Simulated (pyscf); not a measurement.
This saddle point was located with ωB97X-D3(BJ)/def2-SVP in PySCF.

```
C
H 1 1.0972
O 1 1.4026 2 107.52
H 3 0.9636 1 109.70 2 -178.18
H 1 1.1087 2 105.81 3 -120.75
B 1 1.7767 2 95.00 5 -119.93
H 6 1.2017 1 105.95 2 -77.12
H 6 1.2069 7 125.39 1 -125.20
H 6 1.2470 7 120.43 8 -176.17
H 9 1.1047 6 66.29 7 85.69
```
Charge 0, spin multiplicity 1.

Surface: singlet, charge 0. Lowest wavenumbers (cm⁻¹): 1103i, 171, 268, 347, 657.

Question: Name the species on either side of this saddle.

Answer: borane (BH₃) + methanol (H₃C–OH) ⇌ H₂B–CH₂–OH + hydrogen (H₂), a four-centre exchange read from left to right: B–H, C–H broken and B–C, H–H formed. At ωB97M-D3(BJ)/def2-TZVP it lies +72.8 kJ/mol from the left side and +65.2 kJ/mol from the right (each side as separated species at their lowest minima found). The reactants may also form a dative adduct at BH₃; it and routes through it were not searched. At the saddle there is also a short B–H contact that neither side keeps. The same reactants have a lower exit, to H₂B–O–CH₃ + H₂ (barrier +17.5 kJ/mol at ωB97M-D3(BJ)/def2-TZVP, against +72.8 kJ/mol here). H₂B–CH₂–OH is closed by a dative B–O contact. H₂B–CH₂–OH lies 247.7 kJ/mol over its isomer H₃C–BH–OH (electronic energy, ωB97M-D3(BJ)/def2-TZVP). One saddle was located; it need not be the lowest between these sides.
